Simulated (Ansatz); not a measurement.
**BNH4 (singlet): the correlation ladder at a displaced geometry (v1), cc-pVDZ**

How much of the correlation energy of BNH4 (singlet) does each wave-function method recover here?

Computed with Ansatz 0.2.0, Gaussian basis. Level: cc-pVDZ, core rule «outside noble gas», up to 2 orbitals frozen.

To be run: UHF; CCSD(T) on RHF; BCCD(T) on RHF; CISD; CCSDT(Q) on RHF.

10 further runs of the same task are left out: 1 for a known fault of the program, 2 that didn't finish, 7 set aside as unsound or not needed.

## 1. What is computed

The geometry is a PBE0/def2-TZVP stationary point (not a proven minimum) with its atoms shifted at random (size 0.040 Å).

6 atoms, charge 0, spin multiplicity 1.

Atoms are counted from 1 here; the program's logs count them from 0.

Bond lengths: B1–N2 1.396 Å, B1–H3 1.212 Å, B1–H4 1.204 Å, N2–H5 1.057 Å, N2–H6 1.022 Å. Angles: N2–B1–H3 116.4°, N2–B1–H4 116.9°, H3–B1–H4 126.7°, B1–N2–H5 125.0°, B1–N2–H6 125.1°, H5–N2–H6 109.4°.

## 2. UHF

Input file in.yaml:

```yaml
crystal:
  periodic: [false, false, false]
  atoms:
    - {symbol: B, position_ang: [0.005326, 0.007713, 0.779259]}
    - {symbol: N, position_ang: [0.004493, -0.008430, -0.616864]}
    - {symbol: H, position_ang: [0.052457, 1.097784, 1.305908]}
    - {symbol: H, position_ang: [-0.050320, -1.058838, 1.335710]}
    - {symbol: H, position_ang: [-0.092704, 0.845596, -1.232423]}
    - {symbol: H, position_ang: [-0.028994, -0.850124, -1.195239]}
basis:
  gaussian: {orbitals: cc-pVDZ}
magnetization: {spin_polarized: true, initial_magnetization: 0}
hamiltonian: {xc: hf}
output: {orbitals: {seedname: orbitals}}
```

Launch:

```sh
ansatz run in.yaml --threads 1 --pin off --events-out ev --progress --plain --max-ram 2176MiB
```

Further steps of the session: CCSD(T) on RHF; BCCD(T) on RHF; CISD; CCSDT(Q) on RHF.

**Question.** What will the summary of the whole plan be? Wanted: RCCSDT(Q) below the RHF energy; RMP2 from RCCSDT(Q); RCCSD from RCCSDT(Q); RCCSD(T) from RCCSDT(Q); T1 diagnostic.

**Answer**, as computed:

| quantity | value |
| --- | --- |
| RCCSDT(Q) below the RHF energy | -8.2733 eV |
| RMP2 from RCCSDT(Q) | +1004.4 meV |
| RCCSD from RCCSDT(Q) | +235.4 meV |
| RCCSD(T) from RCCSDT(Q) | +31.4 meV |
| levels within 1 kcal/mol (43 meV) | RCCSD(T), BCCD(T), RCCSDT |
| T1 diagnostic | 0.015 |

RCCSD(T) misses by +31.4 meV, 0.4 % of the correlation energy. These misses are within one basis, not against nature.
